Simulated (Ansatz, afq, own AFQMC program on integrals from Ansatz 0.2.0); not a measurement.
Integrals from Ansatz 0.2.0, then the random walk in our own AFQMC program (afq).

```yaml
crystal:
  periodic: [false, false, false]
  atoms:
    - {symbol: O, position_ang: [0.000000, 0.000000, 0.000000]}
    - {symbol: C, position_ang: [0.000000, 0.000000, 1.195530]}
basis:
  gaussian: {orbitals: cc-pVTZ}
magnetization: {spin_polarized: false}
correlation: {method: ccsd_t, electrons: outside_noble_gas, hamiltonian_folder: ham}
```

```sh
$ ansatz run in.yaml --threads 1 --pin off --events-out ev --progress --plain --max-ram 16896MiB --backend cuda --devices 0, --max-vram 18GiB
```

Options of the walk:

```
--method phaseless --trial hf --walkers 4000 --populations 20 --least-time 40 --time-step 0.005 --steps-per-block 20 --equilibration-blocks 112 --max-blocks 4000 --target-error 0.0009500 --factor-cut 1e-05 --seed 5723 --taylor-order 6
```

Times are imaginary, in 1/Eh. The walk had a cap of 77 s. With eight or more populations the least sampling time is a fifth of least-time, and the error comes from their spread.

afq prints:

```
orbitals 58  electrons 5 5  factors 364 of 364
reference energy -112.76328052 Eh
CCSD correlation -0.36648380 Eh in 11 cycles, weight of the determinant in the CISD state 0.8853
energy of the start -112.763280 Eh
 block  time / (1/Eh)  mean weight  energy / Eh
     1     0.100  1.0024  -112.895628
     2     0.200  1.0036  -112.971112
     3     0.300  1.0027  -113.014960
     4     0.400  1.0025  -113.047539
     5     0.500  1.0024  -113.066596
     7     0.700  1.0013  -113.092195
     9     0.900  1.0009  -113.112843
    19     1.900  1.0001  -113.147880
    37     3.700  1.0001  -113.152664
    55     5.500  1.0002  -113.158219
    73     7.300  1.0004  -113.153045
    91     9.100  1.0005  -113.141648
   109    10.900  0.9998  -113.151445
   127    12.700  1.0000  -113.157275
   145    14.500  0.9996  -113.144462
   163    16.300  0.9995  -113.171777
   181    18.100  1.0004  -113.146431
   199    19.900  1.0000  -113.157767
   217    21.700  1.0001  -113.160399
   235    23.500  0.9999  -113.155289
   253    25.300  1.0001  -113.151247
   271    27.100  1.0002  -113.156824
   280    28.000  0.9995  -113.139728
   289    28.900  0.9998  -113.155817
   307    30.700  0.9995  -113.146746
   325    32.500  0.9998  -113.154006
   343    34.300  1.0002  -113.158859
   361    36.100  1.0002  -113.156784
   370    37.000  1.0003  -113.152530
error from the spread of 20 populations
energy -113.154053 +/- 0.000859 Eh
(rows thinned)
```

The run passed its tests (sampling time, drift between the halves within three errors, error under three times the target), which doesn't prove that it has relaxed.

Against this walk (error 23.4 meV) on the same determinant: CCSD(T) 140.6 meV higher, CCSDT(Q) 99.6 meV higher, a separate phaseless walk with a CISD trial and standard settings 112.1 ± 23.9 meV higher. The error is statistical and leaves out the bias of the constraint. CCSDT(Q) is the surest value here, so the walk's 100 meV below it is most likely the bias of the constraint with this trial, which can have either sign.

Cautions: constraint bias not in the error; raised T1 diagnostic (T1 0.023, weight of the determinant 0.89, largest double 0.08).

The walk took 29 s on 1 × NVIDIA H100 80GB HBM3 with 2 threads of AMD EPYC 7R13 Processor (Zen 3), on a shared host (the card was shared). The log's last line is the phaseless energy.

CCSDT and higher add their correlation energy to the determinant of the CCSD(T) run, since their own runs factorise the integrals more tightly (a shift of under 2 meV). A walk keeps the symmetry of its determinant, which the program's search chose and which needn't be the lowest solution, so a lower state of the same spin and another symmetry isn't excluded.
